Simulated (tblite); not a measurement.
CClF2 (doublet state).
SMILES: `Cl[C](F)F`

Calculated harmonic vibrations of the isolated species, GFN2-xTB (tblite), most abundant isotopes, no scaling. This tight-binding method is rough: wavenumbers can miss measured ones by several per cent, in bad cases by 10 to 20. Open shells enter through the occupations alone, without spin polarisation, and single modes of such species can be off by tens of per cent.

Harmonic wavenumbers (cm⁻¹): 323.9, 382.2, 467.6, 699.2, 1094.2, 1144.5.

A = 10904, B = 4926, C = 3457 MHz; mass 84.966 u (most abundant isotopes); point group Cs, symmetry number 1; spin multiplicity 2.

Q: What is the zero-point energy?

A: Half the sum of the wavenumbers: 2056 cm⁻¹ = 5.88 kcal/mol.

Q: Entropy at 298.15 K, 1 bar (ideal gas, RRHO, classical rotation)?

A: Translation 39.26, rotation 24.96, vibration 3.49, spin (R ln 2) 1.38: S = 69.1 cal/(mol K).

Q: And Cp and H(298.15 K) − H(0)?

A: Cp = 13.77 cal/(mol K), of which vibrations give 5.82 (their classical limit is 6 R = 11.9); H(298.15 K) − H(0) = 3.08 kcal/mol without the zero-point energy, 0.71 from vibrations.

Q: How do the functions run with temperature in this model?

A: 
```json
{"T (K)": "50", "S (cal/(mol K))": "51.4", "Cp (cal/(mol K))": "8.0", "H − H(0) (kcal/mol)": "0.40", "G − H(0) (kcal/mol)": "-2.17", "ln q(vib)": "0.00"}
{"T (K)": "100", "S (cal/(mol K))": "57.1", "Cp (cal/(mol K))": "8.7", "H − H(0) (kcal/mol)": "0.81", "G − H(0) (kcal/mol)": "-4.90", "ln q(vib)": "0.01"}
{"T (K)": "373.15", "S (cal/(mol K))": "72.3", "Cp (cal/(mol K))": "15.0", "H − H(0) (kcal/mol)": "4.16", "G − H(0) (kcal/mol)": "-22.83", "ln q(vib)": "0.88"}
{"T (K)": "500", "S (cal/(mol K))": "76.9", "Cp (cal/(mol K))": "16.5", "H − H(0) (kcal/mol)": "6.17", "G − H(0) (kcal/mol)": "-32.30", "ln q(vib)": "1.43"}
{"T (K)": "750", "S (cal/(mol K))": "84.0", "Cp (cal/(mol K))": "18.1", "H − H(0) (kcal/mol)": "10.52", "G − H(0) (kcal/mol)": "-52.46", "ln q(vib)": "2.50"}
{"T (K)": "1000", "S (cal/(mol K))": "89.3", "Cp (cal/(mol K))": "18.8", "H − H(0) (kcal/mol)": "15.14", "G − H(0) (kcal/mol)": "-74.15", "ln q(vib)": "3.46"}
```

q(vib) and H(0) count from the zero-point level.

Q: Which modes carry the vibrational entropy at 298.15 K?

A: 323.9 cm⁻¹: 1.29; 382.2 cm⁻¹: 1.03; 467.6 cm⁻¹: 0.74; 699.2 cm⁻¹: 0.31; 1094.2 cm⁻¹: 0.06; 1144.5 cm⁻¹: 0.05 cal/(mol K).
